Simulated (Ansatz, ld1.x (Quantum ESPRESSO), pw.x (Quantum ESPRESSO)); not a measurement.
What a changed setting does to a pw.x run (bcc Fe)

Potential: ultrasoft, ld1.x (Quantum ESPRESSO) 7.5, PBE; core [Ar], reference 3d6 4s1 4p1; waves: 4s (bound): rcut 2.10, rcutus 2.40 bohr; 4s channel at 1.1 Ry: rcut 2.10, rcutus 2.40 bohr; 4p (bound): rcut 1.95, rcutus 2.50 bohr; 4p channel at 4.55 Ry: rcut 1.95, rcutus 2.50 bohr; 3d (bound): rcut 1.05, rcutus 1.45 bohr; 3d channel at -0.25 Ry: rcut 1.05, rcutus 1.45 bohr; local part: all-electron potential smoothed inside 1.95 bohr (lloc = -1); core correction: none; augmentation: PSQ, inside the norm-conserving radii.

The reference run (k-mesh 17³, cutoffs 110/880 Ry, Fermi–Dirac 0.01 Ry, mixing_beta 0.4, conv_thr 1e-9, no spin) gives 3.10 GPa at 10.545 Å³/atom, where all-electron LAPW gives 0.48 GPa. This run, with its own iteration cap, changes mixing_beta to 0.7.

```
&control
  calculation='scf', prefix='x', pseudo_dir='./', outdir='./tmp', tstress=.true., disk_io='none'
/
&system
  ibrav=0, nat=1, ntyp=1, ecutwfc=110, ecutrho=880, nbnd=11,
  occupations='smearing', smearing='fd', degauss=0.01
/
&electrons
  conv_thr=1e-09, mixing_beta=0.7, electron_maxstep=50
/
ATOMIC_SPECIES
Fe 1.0 Fe.UPF
CELL_PARAMETERS angstrom
  -1.38142994 1.38142994 1.38142994
  1.38142994 -1.38142994 1.38142994
  1.38142994 1.38142994 -1.38142994
ATOMIC_POSITIONS crystal
Fe 0.0000 0.0000 0.0000
K_POINTS automatic
17 17 17 0 0 0
```

```bash
pw.x < Fe.scf.in > Fe.scf.out
```

Q: How does the run end?

A: It converges in 9 iterations; the free energy moves by +0.0 meV/atom and the pressure by +0.01 GPa. The result is that of the reference run.

```
Message from routine setup:
     using ibrav=0 with symmetry is DISCOURAGED, use correct ibrav instead
     lattice parameter (alat)  =       4.5216  a.u.
     unit-cell volume          =      71.1612 (a.u.)^3
     number of electrons       =         8.00
     number of Kohn-Sham states=           11
     kinetic-energy cutoff     =     110.0000  Ry
     charge density cutoff     =     880.0000  Ry
     scf convergence threshold =      1.0E-09
     Exchange-correlation= PBE
     number of k points=   165  Fermi-Dirac smearing, width (Ry)=  0.0100
     iteration #  1     ecut=   110.00 Ry     beta= 0.70
     total energy              =     -42.47679418 Ry
     estimated scf accuracy    <       0.10153781 Ry
     iteration #  2     ecut=   110.00 Ry     beta= 0.70
     total energy              =     -42.49220107 Ry
     estimated scf accuracy    <       0.18154703 Ry
     iteration #  3     ecut=   110.00 Ry     beta= 0.70
     total energy              =     -42.52498139 Ry
     estimated scf accuracy    <       0.00041577 Ry
     iteration #  4     ecut=   110.00 Ry     beta= 0.70
     total energy              =     -42.52521916 Ry
     estimated scf accuracy    <       0.00002614 Ry
     iteration #  5     ecut=   110.00 Ry     beta= 0.70
     total energy              =     -42.52523471 Ry
     estimated scf accuracy    <       0.00000117 Ry
     iteration #  6     ecut=   110.00 Ry     beta= 0.70
     total energy              =     -42.52523538 Ry
     estimated scf accuracy    <       0.00000034 Ry
     iteration #  7     ecut=   110.00 Ry     beta= 0.70
     total energy              =     -42.52523546 Ry
     estimated scf accuracy    <       0.00000001 Ry
     iteration #  8     ecut=   110.00 Ry     beta= 0.70
     total energy              =     -42.52523546 Ry
     estimated scf accuracy    <          1.2E-09 Ry
     iteration #  9     ecut=   110.00 Ry     beta= 0.70
     the Fermi energy is    14.7720 ev
!    total energy              =     -42.52523546 Ry
     estimated scf accuracy    <          1.8E-11 Ry
     smearing contrib. (-TS)   =      -0.01273104 Ry
     The total energy is F=E-TS. E is the sum of the following terms:
     one-electron contribution =       3.09332165 Ry
     hartree contribution      =       7.70522905 Ry
     xc contribution           =      -8.70106135 Ry
     ewald contribution        =     -44.60999377 Ry
     convergence has been achieved in   9 iterations
          total   stress  (Ry/bohr**3)                   (kbar)     P=       31.02
     Message from routine punch:
     Nothing written, as per user request (disk_io='none')
```

The run took about 26 s on one core of a shared host (Neoverse-V1, 32 threads, 247 GiB, load 12).
